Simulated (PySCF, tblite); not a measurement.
ammonium and 3 × water

A gas-phase complex of ammonium and 3 × water; charge +1, singlet. The structure comes from a short search (6 tight-binding starts) and was relaxed by PBE0-D3(BJ)/def2-SVPD; another way of binding may lie lower. No frequency run checks that it is a minimum.

```csv
part,name,SMILES,atoms,charge,multiplicity
1,ammonium,[NH4+],1–5,+1,1
2,water,O,6–8,0,1
3,water,O,9–11,0,1
4,water,O,12–14,0,1
```

```xyz
14

N    -0.647    0.025   -0.215
H    -0.173   -0.669   -0.833
H    -1.625    0.182   -0.543
H    -0.648   -0.318    0.770
H    -0.140    0.909   -0.257
O     0.603   -1.840   -1.847
H     1.531   -1.865   -2.104
H     0.176   -2.569   -2.307
O    -3.236    0.459   -1.100
H    -4.047    0.305   -0.606
H    -3.502    0.820   -1.952
O    -0.655   -0.885    2.405
H    -0.880   -0.387    3.198
H    -0.372   -1.754    2.704
```
Atom numbers follow the order of the file, from 1.

```tsv
contact	kind (by geometry)	distance (Å)	angle (°)
H3···O9	hydrogen bond	1.727	179
H4···O12	hydrogen bond	1.730	180
H2···O6	hydrogen bond	1.732	179
```

Interaction energies are complex less parts, with the parts frozen as they stand in it; counterpoise-corrected, in kcal/mol (PySCF).

(1) How strongly do the parts interact, level by level?

(2) What holds them together? Decompose the wB97M-D3(BJ)/def2-SVPD energy: frozen parts, their antisymmetrised product, then relaxation.

The parts were also relaxed and run alone, at the levels used for the complex: shieldings by PBE0/pcSseg-2; core levels by delta-SCF with SCAN, pcX-2 on the ionised atom and pcseg-1 elsewhere, spin-free X2C.

(3) How do these values change when the complex forms?

Answers

(1) 
```tsv
level	interaction	superposition error removed
wB97M-D3(BJ)/def2-SVPD	-53.55	-2.66
PBE0-D3(BJ)/def2-SVPD	-55.39	-2.59
```

(2) electrostatic -63.9, Pauli repulsion +38.7, orbital relaxation -28.5, dispersion correction -2.6 kcal/mol, which sum to the value before the counterpoise correction; the Pauli term holds the exchange-correlation of the frozen density too. Of the attraction, 67 % is electrostatic, 30 % is orbital relaxation, 3 % is dispersion correction.

(3) 
```tsv
property	alone	in the complex	change
N1–H3 bond (Å)	1.027	1.043	+0.016
shielding of H3 (ppm)	26.38	22.02	-4.35
shielding of O9 (ppm)	328.9	314.3	-14.5
shielding of H4 (ppm)	26.38	22.06	-4.31
shielding of O12 (ppm)	328.9	314.4	-14.4
N1 1s core level (eV)	417.00	412.20	-4.81
O9 1s core level (eV)	539.76	544.09	+4.34
O12 1s core level (eV)	539.76	544.09	+4.33
```

The 4 runs behind this took 2.4 min in all, one thread each of Intel Xeon on a shared host, launched as `OMP_NUM_THREADS=1 python cluster_run.py task.json out`.
